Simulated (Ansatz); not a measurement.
# Ge$_{2}$C, singlet: vertical spin and charge gaps

Geometry (PBE0/def2-TZVP stationary point for this spin, not checked as a minimum):

```xyz
3

Ge    0.0000    0.0000    1.7675
C     0.0000    0.0000    0.0000
Ge    0.0000    0.0000   -1.7675
```

Basis cc-pVDZ; Ansatz 0.2.0. Only valence electrons are correlated (noble-gas cores and the filled d shells of p-block atoms frozen). Prefix R: restricted or restricted open-shell reference; prefix U: unrestricted. Active spaces: valence = (12e, 12o) chosen from the atoms' valence shells. No spin–orbit coupling is included, and no scalar relativity.

Gaps are energies of the second state less the first, at fixed atoms, for a selection of the levels run; each method lands on the state that its own search finds for that charge and spin.

Removing an electron, to the doublet: 8.586 eV at UCCSDT(Q).

```json
{"level": "UHF", "gap (eV)": "7.112", "error (meV)": "-1474"}
{"level": "UMP2", "gap (eV)": "8.829", "error (meV)": "243"}
{"level": "UCCSD", "gap (eV)": "8.314", "error (meV)": "-272"}
{"level": "UCCSD(T)", "gap (eV)": "8.573", "error (meV)": "-13"}
{"level": "BCCD(T)", "gap (eV)": "8.577", "error (meV)": "-9"}
{"level": "UCCSDT", "gap (eV)": "8.549", "error (meV)": "-37"}
{"level": "CASSCF (valence space)", "gap (eV)": "8.053", "error (meV)": "-533"}
{"level": "NEVPT2 (valence space)", "gap (eV)": "8.453", "error (meV)": "-133"}
{"level": "MRCISD (valence space)", "gap (eV)": "8.508", "error (meV)": "-78"}
{"level": "MRCISD+Q (valence space)", "gap (eV)": "8.585", "error (meV)": "-1"}
```

Full CI isn't at hand for all of this; UCCSDT(Q) serves as the reference, and is uncertain by about the last step of the cluster series. The frozen core follows each run's orbitals, which can shift R against U totals by a few meV for light atoms and by up to 0.1 eV past Ca.
